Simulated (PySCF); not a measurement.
# Calculated properties of fluoromethylsilane (`C[SiH2]F`)

Species: fluoromethylsilane, CH₅FSi.
SMILES with atom numbers: `[CH3:1][SiH2:2][F:3]` (hydrogens: H4, H5, H6 on C1; H7, H8 on Si2)

Cartesian coordinates in Å at the PBE0-D3(BJ)/def2-SVP level; atoms count from 1:
```
atom  x, y, z in Å
C1     1.0078    0.0827    0.0351
Si2   -0.8454   -0.1560   -0.0537
F3    -1.5448    1.3042   -0.2494
H4     1.4272   -0.2930    0.9800
H5     1.5246   -0.4195   -0.7962
H6     1.2310    1.1593   -0.0312
H7    -1.3971   -0.7463    1.1999
H8    -1.2470   -0.9983   -1.2173
```

Some functional groups and rings: Si–H bond and C–Si bond.

From PBE0-D3(BJ)/def2-SVP geometry optimisation, gas phase (PySCF):

* Point group: Cs
* Rotational constants A, B, C: 19.238, 6.616, 5.407 GHz

PBE/pcSseg-2 ground state and GIAO shieldings, non-relativistic (PySCF):

* Dipole moment: 1.85 D
* HOMO energy: -7.88 eV
* LUMO energy: -0.67 eV
* HOMO–LUMO gap: 7.21 eV
* 13C chemical shifts (computed TMS as zero) by class: -4.0 (C1) ppm
* 1H chemical shifts (computed TMS as zero) by class: 5.49 (H7/H8), 0.51 (H4/H5/H6) ppm
* Isotropic shieldings of nuclei other than C and H, by class: 369 (F3), 315 (Si2) ppm

delta-SCF UKS SCAN, pcX-2 on the ionised atom, pcseg-1 elsewhere, spin-free X2C; 2p3/2 from a spin–orbit splitting computed afterwards within the 2p shell (PySCF):

* Core binding energies: Si2p3/2 108.0 (Si2), C1s 290.7 (C1), F1s 692.2 (F3), Si1s 1847.9 (Si2) eV

Monoisotopic mass from the formula: 64.0145 u.

The rotational constants make it an asymmetric top with κ = (2B − A − C)/(A − C) = -0.83, nearer the prolate limit (−1). The dipole equals about 6.2 × 10⁻³⁰ C·m (1 D = 3.33564 × 10⁻³⁰ C·m). With B = h/(8π²I), that is 505.379 GHz u Å² over I, the principal moments of inertia are 26.3, 76.4 and 93.5 u Å² (most abundant isotopes); the inertial defect Ic − Ia − Ib is -9.2 u Å² (zero for a rigid planar frame, negative otherwise). A dipole of 1.85 D is allowed in Cs, and pure rotational transitions are dipole-allowed.

Geometry: PBE0-D3(BJ)/def2-SVP; no solvent or vibrations. NMR classes are plain means over equivalent atoms (diastereotopic ones count apart unless rotation or inversion swaps them), as if these changed places fast; in this geometry the members of some classes differ.
